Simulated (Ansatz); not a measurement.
# SiCF (doublet): one geometry, many settings

Aim: run SiCF (doublet) at one geometry under a spread of methods and options, and see what each costs and gives.

The runs use Ansatz 0.2.0, Gaussian basis; the settings change from run to run.

23 further runs of the same task are left out: 4 for a known fault of the program, 6 that didn't finish, 13 set aside as unsound or not needed.

### 1 What is computed

The geometry is a PBE0/def2-TZVP stationary point (not a proven minimum).

3 atoms, charge 0, spin multiplicity 2.

Atoms are counted from 1 here; the program's logs count them from 0.

Bond lengths: F1–C2 1.276 Å, C2–Si3 1.687 Å. Angles: F1–C2–Si3 180.0°.

### 2 CASCI(1,2)/6-31G

Input file in.yaml:

```yaml
crystal:
  periodic: [false, false, false]
  atoms:
    - {symbol: F, position_ang: [0.000000, 0.000000, -1.413044]}
    - {symbol: C, position_ang: [0.000000, 0.000000, -0.136834]}
    - {symbol: Si, position_ang: [0.000000, 0.000000, 1.549877]}
basis:
  gaussian: {orbitals: 6-31G}
magnetization: {spin_polarized: false, initial_magnetization: 1}
correlation: {active_space: {window: {electrons: 1, orbitals: 2}, fixed_orbitals: true}}
accuracy: high
```

The run is started by

```bash
$ ansatz run in.yaml --threads 1 --pin off --events-out ev --progress --plain --max-ram 2393MiB
```

Output:

```text
Functional definition: HF
  name "HF"
  cite "Fock, Z. Phys. 61, 126 (1930) doi:10.1007/BF01340294"
  parent pbe
  exchange = exact_x
  correlation = 0
630 factors; integrals over basis functions are off by at most 3.8e-9 eV
mean field evaluation 1: about -11590.9003 eV, gradient 1.4e1 eV
mean field evaluation 2: about -11591.0535 eV, gradient 1.4e1 eV
mean field evaluation 4: about -11591.8267 eV, gradient 2.5e0 eV
mean field evaluation 8: about -11591.8776 eV, gradient 4.2e-1 eV
mean field evaluation 16: about -11591.8825 eV, gradient 2.2e-6 eV
mean field evaluation 32: about -11589.2149 eV, gradient 1.7e-8 eV
mean field evaluation 64: about -11589.3539 eV, gradient 1.4e0 eV
mean field evaluation 96: about -11581.1598 eV, gradient 2.4e0 eV
mean field -11591.88253111 eV, -425.9938257582 hartree, gradient 4.9e-8 eV, S^2 0.750000; 7 other end points of the search recorded, 0 dependent functions left out
reference -11591.88253111 eV, -425.9938257582 hartree; 15, 14 occupied and 16, 17 virtual orbitals, 630 factors
state -11591.88253111 eV, -425.9938257582 hartree
Total energy: -11591.88253111 eV, -425.9938257582 hartree
```

Wall time 0.54 s (1 thread of Arm Neoverse V2, shared host).

From the report: 1 determinant; active occupations 1.00, 0.00. With so small a space the active step adds no correlation: the energy is the mean field's.

### 3 CASSCF(1,7)/cc-pVDZ

Input file in.yaml:

```yaml
crystal:
  periodic: [false, false, false]
  atoms:
    - {symbol: F, position_ang: [0.000000, 0.000000, -1.413044]}
    - {symbol: C, position_ang: [0.000000, 0.000000, -0.136834]}
    - {symbol: Si, position_ang: [0.000000, 0.000000, 1.549877]}
basis:
  gaussian: {orbitals: cc-pVDZ}
magnetization: {spin_polarized: false, initial_magnetization: 1}
hamiltonian: {pseudopotentials: {relativity: none}}
correlation: {active_space: {window: {electrons: 1, orbitals: 7}, states: [{multiplicity: 2, weights: [1, 0.5]}]}}
output: {forces: true}
```

Same command.

Output, shortened:

```text
Functional definition: HF
  name "HF"
  cite "Fock, Z. Phys. 61, 126 (1930) doi:10.1007/BF01340294"
  parent pbe
[...]
812 factors; integrals over basis functions are off by at most 1.5e-7 eV
[...]
mean field -11594.59914217 eV, -426.0936593731 hartree, gradient 4.4e-6 eV, S^2 0.750000; 5 other end points of the search recorded, 0 dependent functions left out
reference -11594.59914217 eV, -426.0936593731 hartree; 15, 14 occupied and 31, 32 virtual orbitals, 812 factors
state -11594.55380587 eV, -426.0919932949 hartree
state -11590.11984019 eV, -425.9290480615 hartree
[...]
Total energy: -11593.07581731 eV, -426.0376782171 hartree
Atom 0 at     0.000000     0.000000    -1.413044 Å, force    -0.000000    -0.000000     0.309616 eV/Å
Atom 1 at     0.000000     0.000000    -0.136834 Å, force     0.000000    -0.000000    -2.318410 eV/Å
Atom 2 at     0.000000     0.000000     1.549877 Å, force    -0.000000     0.000000     2.008794 eV/Å
Dipole moment:    -0.000000    -0.000000    -0.040612 e Å
```

It took 2.3 s on 1 thread of Arm Neoverse V2, shared host.

From the report: 7 determinants; active occupations (of the averaged states) 0.67, 0.33, 0.00, 0.00, 0.00, 0.00, 0.00.

### 4 FCI/STO-3G

Input file in.yaml:

```yaml
crystal:
  periodic: [false, false, false]
  atoms:
    - {symbol: F, position_ang: [0.000000, 0.000000, -1.413044]}
    - {symbol: C, position_ang: [0.000000, 0.000000, -0.136834]}
    - {symbol: Si, position_ang: [0.000000, 0.000000, 1.549877]}
basis:
  gaussian: {orbitals: STO-3G}
magnetization: {spin_polarized: false, initial_magnetization: 1}
correlation: {method: fci, electrons: outside_noble_gas}
```

The command is unchanged.

Output, shortened:

```text
Functional definition: HF
  name "HF"
  cite "Fock, Z. Phys. 61, 126 (1930) doi:10.1007/BF01340294"
  parent pbe
[...]
321 factors; integrals over basis functions are off by at most 4.6e-8 eV
[...]
mean field -11452.19416291 eV, -420.8603729108 hartree, gradient 1.7e-6 eV, S^2 0.750000; 9 other end points of the search recorded, 0 dependent functions left out
[...]
unrestricted determinant -11452.78454501 eV, -420.8820690531 hartree, S^2 1.3006
7 core orbitals not correlated: weight in the atoms' cores, before any rotation towards them, 1.000 or more for the frozen orbitals, at most 0.000 for the correlated occupied ones
reference -11452.19416291 eV, -420.8603729108 hartree; 8, 7 occupied and 4, 5 virtual orbitals, 321 factors
state -11456.52880741 eV, -421.0196681582 hartree
Total energy: -11456.52880741 eV, -421.0196681582 hartree
```

Run time: 1.7 s. Hardware: 1 thread of Arm Neoverse V2, shared host.

From the report: 98,010 determinants, symmetry B2.

### 5 MRCISD+Q(relaxed)(3,4)/STO-3G

in.yaml: that of step 4 with these lines changed.

```diff
@@ -7,4 +7,5 @@
 basis:
-  gaussian: {orbitals: STO-3G}
+  gaussian: {orbitals: STO-3G, fitting: {mean_field: def2-universal-jkfit}}
 magnetization: {spin_polarized: false, initial_magnetization: 1}
-correlation: {method: fci, electrons: outside_noble_gas}
+correlation: {method: fic_mrcisd_q_relaxed, electrons: outside_noble_gas, active_space: {window: {electrons: 3, orbitals: 4}}}
+scf: {lower_state_search: off}
```

Launched as before.

Output, shortened:

```text
Functional definition: HF
  name "HF"
  cite "Fock, Z. Phys. 61, 126 (1930) doi:10.1007/BF01340294"
  parent pbe
[...]
280 factors; integrals over basis functions are off by at most 7.5e-3 eV
[...]
mean field -11452.20591350 eV, -420.8608047373 hartree, gradient 1.2e-6 eV, S^2 0.750000; 0 other end points of the search recorded, 0 dependent functions left out
reference -11452.20591350 eV, -420.8608047373 hartree; 15, 14 occupied and 4, 5 virtual orbitals, 280 factors
state -11453.87668609 eV, -420.9222044974 hartree
contracted CI cycle   1: correlation -0.00000000 eV, -0.0000000000 hartree, residual 1.07e1 eV
contracted CI cycle   2: correlation -2.23505248 eV, -0.0821366638 hartree, residual 2.54e0 eV
contracted CI cycle   3: correlation -2.41783858 eV, -0.0888539291 hartree, residual 1.20e0 eV
contracted CI cycle   4: correlation -2.45185822 eV, -0.0901041275 hartree, residual 5.96e-1 eV
contracted CI cycle   5: correlation -2.46058122 eV, -0.0904246920 hartree, residual 2.45e-1 eV
contracted CI cycle   6: correlation -2.46213399 eV, -0.0904817554 hartree, residual 9.02e-2 eV
contracted CI cycle   7: correlation -2.46237206 eV, -0.0904905041 hartree, residual 4.07e-2 eV
contracted CI cycle   8: correlation -2.46241193 eV, -0.0904919693 hartree, residual 1.54e-2 eV
contracted CI cycle   9: correlation -2.46241795 eV, -0.0904921907 hartree, residual 5.24e-3 eV
contracted CI cycle  10: correlation -2.46241862 eV, -0.0904922153 hartree, residual 1.81e-3 eV
state -11453.87668609 eV, -420.9222044974 hartree; corrected -11456.51203417 eV, -421.0190517531 hartree
Total energy: -11456.51203417 eV, -421.0190517531 hartree
Checks for a lower state left out: stability, starts, cluster_reference, orbital_swaps, neighbouring_geometries, increment
```

It took 0.42 s on 1 thread of Arm Neoverse V2, shared host.

From the report: 12 determinants; active occupations 1.86, 0.97, 0.14, 0.04.

### 6 HF/6-31G

Input file in.yaml:

```yaml
crystal:
  periodic: [false, false, false]
  atoms:
    - {symbol: F, position_ang: [0.000000, 0.000000, -1.413044]}
    - {symbol: C, position_ang: [0.000000, 0.000000, -0.136834]}
    - {symbol: Si, position_ang: [0.000000, 0.000000, 1.549877]}
basis:
  gaussian: {orbitals: 6-31G, fitting: {mean_field: def2-universal-jkfit}, point_charges: [{charge: -1.00, position_ang: [2.670, -0.140, -0.914]}]}
magnetization: {spin_polarized: false, initial_magnetization: 1}
hamiltonian: {xc: hf}
output: {forces: true, orbitals: {seedname: orbitals}}
```

Same command.

Output, shortened:

```text
Functional definition: HF
  name "HF"
  cite "Fock, Z. Phys. 61, 126 (1930) doi:10.1007/BF01340294"
  parent pbe
[...]
280 factors; integrals over basis functions are off by at most 3.7e-3 eV
[...]
mean field -11592.28482552 eV, -426.0086098051 hartree, gradient 1.1e-5 eV, S^2 0.750000; 4 other end points of the search recorded, 0 dependent functions left out
[...]
reference -11592.28482552 eV, -426.0086098051 hartree; 15, 14 occupied and 16, 17 virtual orbitals, 280 factors
Total energy: -11592.28482552 eV, -426.0086098051 hartree
Atom 0 at     0.000000     0.000000    -1.413044 Å, force    -0.089299     0.004683    -1.538268 eV/Å
Atom 1 at     0.000000     0.000000    -0.136834 Å, force     0.261638    -0.013719     0.969086 eV/Å
Atom 2 at     0.000000     0.000000     1.549877 Å, force     0.236615    -0.012407     0.257988 eV/Å
Dipole moment:     0.223097    -0.011698    -0.131638 e Å
```

Wall time 0.3 s (1 thread of Arm Neoverse V2, shared host).

### 7 NEVPT2(1,10)/cc-pVDZ

Input file in.yaml:

```yaml
crystal:
  periodic: [false, false, false]
  atoms:
    - {symbol: F, position_ang: [0.000000, 0.000000, -1.413044]}
    - {symbol: C, position_ang: [0.000000, 0.000000, -0.136834]}
    - {symbol: Si, position_ang: [0.000000, 0.000000, 1.549877]}
basis:
  gaussian: {orbitals: cc-pVDZ, fitting: {mean_field: def2-universal-jkfit}}
magnetization: {spin_polarized: false, initial_magnetization: 1}
correlation: {method: sc_nevpt2, electrons: outside_noble_gas, active_space: {window: {electrons: 1, orbitals: 10}}}
```

Launched as before.

Output, shortened:

```text
Functional definition: HF
  name "HF"
  cite "Fock, Z. Phys. 61, 126 (1930) doi:10.1007/BF01340294"
  parent pbe
[...]
280 factors; integrals over basis functions are off by at most 1.9e-1 eV
[...]
mean field -11594.59705123 eV, -426.0935825326 hartree, gradient 1.5e-6 eV, S^2 0.750000; 5 other end points of the search recorded, 0 dependent functions left out
reference -11594.59705123 eV, -426.0935825326 hartree; 15, 14 occupied and 31, 32 virtual orbitals, 280 factors
state -11594.59705123 eV, -426.0935825326 hartree
state -11594.59705123 eV, -426.0935825326 hartree; corrected -11604.58345898 eV, -426.4605762484 hartree
WARN: 9 active orbitals are nearly empty or full. The corrections depend on them more than the energy does, and are more stable in an active space without them
Total energy: -11604.58345898 eV, -426.4605762484 hartree
```

Run time: 2 s. Hardware: 1 thread of Arm Neoverse V2, shared host.

From the report: 3 determinants; active occupations 1.00, 0.00, 0.00, 0.00, 0.00, 0.00, 0.00, 0.00, 0.00, 0.00. The report marks this result as in doubt.

### 8 HF/cc-pVDZ

Input file in.yaml:

```yaml
crystal:
  periodic: [false, false, false]
  atoms:
    - {symbol: F, position_ang: [0.000000, 0.000000, -1.413044]}
    - {symbol: C, position_ang: [0.000000, 0.000000, -0.136834]}
    - {symbol: Si, position_ang: [0.000000, 0.000000, 1.549877]}
basis:
  gaussian: {orbitals: cc-pVDZ}
magnetization: {spin_polarized: false, initial_magnetization: 1}
hamiltonian: {xc: hf}
output: {orbitals: {seedname: orbitals}}
```

Same command.

Output:

```text
Functional definition: HF
  name "HF"
  cite "Fock, Z. Phys. 61, 126 (1930) doi:10.1007/BF01340294"
  parent pbe
  exchange = exact_x
  correlation = 0
445 factors; integrals over basis functions are off by at most 9.3e-4 eV
mean field evaluation 1: about -11593.7765 eV, gradient 1.5e1 eV
mean field evaluation 2: about -11593.7815 eV, gradient 1.5e1 eV
mean field evaluation 4: about -11594.5573 eV, gradient 2.9e0 eV
mean field evaluation 8: about -11594.5990 eV, gradient 4.1e-3 eV
mean field evaluation 16: about -11591.6403 eV, gradient 5.6e-1 eV
mean field -11594.59904346 eV, -426.0936557457 hartree, gradient 7.9e-6 eV, S^2 0.750000; 0 other end points of the search recorded, 0 dependent functions left out
reference -11594.59904346 eV, -426.0936557457 hartree; 15, 14 occupied and 31, 32 virtual orbitals, 445 factors
Total energy: -11594.59904346 eV, -426.0936557457 hartree
```

Wall time 0.27 s (1 thread of Arm Neoverse V2, shared host).

### 9 CISDTQ/STO-3G

in.yaml: that of step 8 with these lines changed.

```diff
@@ -7,5 +7,6 @@
 basis:
-  gaussian: {orbitals: cc-pVDZ}
+  gaussian: {orbitals: STO-3G}
 magnetization: {spin_polarized: false, initial_magnetization: 1}
-hamiltonian: {xc: hf}
-output: {orbitals: {seedname: orbitals}}
+hamiltonian: {pseudopotentials: {relativity: scalar}}
+correlation: {active_space: {ras: {orbitals: [7, 1, 4], electrons: 15, max_holes: 4, max_particles: 4}, fixed_orbitals: true}}
+scf: {lower_state_search: off}
```

Same command.

Output:

```text
Functional definition: HF
  name "HF"
  cite "Fock, Z. Phys. 61, 126 (1930) doi:10.1007/BF01340294"
  parent pbe
  exchange = exact_x
  correlation = 0
these checks for a lower state are left out or cut short: stability, starts, cluster_reference, orbital_swaps, neighbouring_geometries, increment
231 factors; integrals over basis functions are off by at most 2.8e-5 eV
mean field evaluation 1: about -11466.1012 eV, gradient 1.3e1 eV
mean field evaluation 2: about -11466.1713 eV, gradient 1.3e1 eV
mean field evaluation 4: about -11466.8629 eV, gradient 2.2e0 eV
mean field evaluation 8: about -11466.9277 eV, gradient 2.0e-1 eV
mean field -11466.92983901 eV, -421.4018990195 hartree, gradient 1.6e-6 eV, S^2 0.750000; 0 other end points of the search recorded, 0 dependent functions left out
reference -11466.92983901 eV, -421.4018990195 hartree; 15, 14 occupied and 4, 5 virtual orbitals, 231 factors
state -11471.24454606 eV, -421.5604615787 hartree
Total energy: -11471.24454606 eV, -421.5604615787 hartree
Relativity: scalar
Checks for a lower state left out: stability, starts, cluster_reference, orbital_swaps, neighbouring_geometries, increment
```

Run time: 0.93 s. Hardware: 1 thread of Arm Neoverse V2, shared host.

From the report: 21,472 determinants.

### 10 CCSD(T) on UHF/6-31G

Input file in.yaml:

```yaml
crystal:
  periodic: [false, false, false]
  atoms:
    - {symbol: F, position_ang: [0.000000, 0.000000, -1.413044]}
    - {symbol: C, position_ang: [0.000000, 0.000000, -0.136834]}
    - {symbol: Si, position_ang: [0.000000, 0.000000, 1.549877]}
basis:
  gaussian: {orbitals: 6-31G, fitting: {mean_field: def2-universal-jkfit}}
magnetization: {spin_polarized: true, initial_magnetization: 1}
correlation: {method: ccsd_t, electrons: outside_noble_gas}
scf: {omitted_lower_state_checks: [cluster_reference]}
```

The command is unchanged.

Output, shortened:

```text
Functional definition: HF
  name "HF"
  cite "Fock, Z. Phys. 61, 126 (1930) doi:10.1007/BF01340294"
  parent pbe
[...]
280 factors; integrals over basis functions are off by at most 3.7e-3 eV
[...]
mean field -11592.16282581 eV, -426.0041263985 hartree, gradient 7.6e-7 eV, S^2 1.165159; 5 other end points of the search recorded, 0 dependent functions left out
7 core orbitals not correlated: weight in the atoms' cores, before any rotation towards them, 1.000 or more for the frozen orbitals, at most 0.000 for the correlated occupied ones
reference -11592.16282581 eV, -426.0041263985 hartree; 8, 7 occupied and 16, 17 virtual orbitals, 280 factors
second order -5.95733386 eV of doubles, -0.00000000 eV of singles
cycle   1  -6.10245199 eV  change   -1.5e-1 eV  update   1.2e-1
[...]
cycle  15  -6.89881208 eV  change   -1.4e-5 eV  update   4.1e-6
perturbative correction -0.22152485 eV, -0.0081408880 hartree
Total energy: -11599.28316275 eV, -426.2657939544 hartree
Checks for a lower state left out: cluster_reference
```

Run time: 0.63 s. Hardware: 1 thread of Arm Neoverse V2, shared host.

From the report: ⟨S²⟩ of the determinant 1.165 (pure doublet: 0.75); correlation -7.1203 eV; T1 0.069; largest double amplitude 0.17.

### 11 All runs side by side

Where basis and cores are those of an earlier UCCSDT(Q)/cc-pVDZ run (-11605.9605 eV), and the state is the same kind, the miss against it is given. † marks a result that the program doubts.

```csv
level,correlated,functions,energy (eV),from UCCSDT(Q) (meV),time
"CASCI(1,2)/6-31G",,31,-11591.8825,,0.54 s
"CASSCF(1,7)/cc-pVDZ (mean of several states)",,46,-11593.0758,,2.3 s
FCI/STO-3G,outside noble gas,19,-11456.5288,,1.7 s
"MRCISD+Q(relaxed)(3,4)/STO-3G",outside noble gas,19,-11456.5120,,0.42 s
HF/6-31G (beside a point charge),,31,-11592.2848,,0.3 s
"NEVPT2(1,10)/cc-pVDZ †",outside noble gas,46,-11604.5835,1377.0,2 s
HF/cc-pVDZ,,46,-11594.5990,11361.4,0.27 s
CISDTQ/STO-3G (relativity set),outside noble gas,19,-11471.2445,,0.93 s
CCSD(T) on UHF/6-31G,outside noble gas,31,-11599.2832,,0.63 s
```

### 12 Results

```
quantity                                                value
    runs                                                    9
quickest                                   HF/cc-pVDZ, 0.27 s
 slowest  CASSCF(1,7)/cc-pVDZ (mean of several states), 2.3 s
```

Total energies in different bases, with other cores or another treatment of relativity can't be set against each other. CASSCF(1,7)/cc-pVDZ (mean of several states) took 8 times as long as HF/cc-pVDZ; the jobs differ in more than the method. Hartree-Fock, CASSCF and CASCI lack dynamic correlation by design.
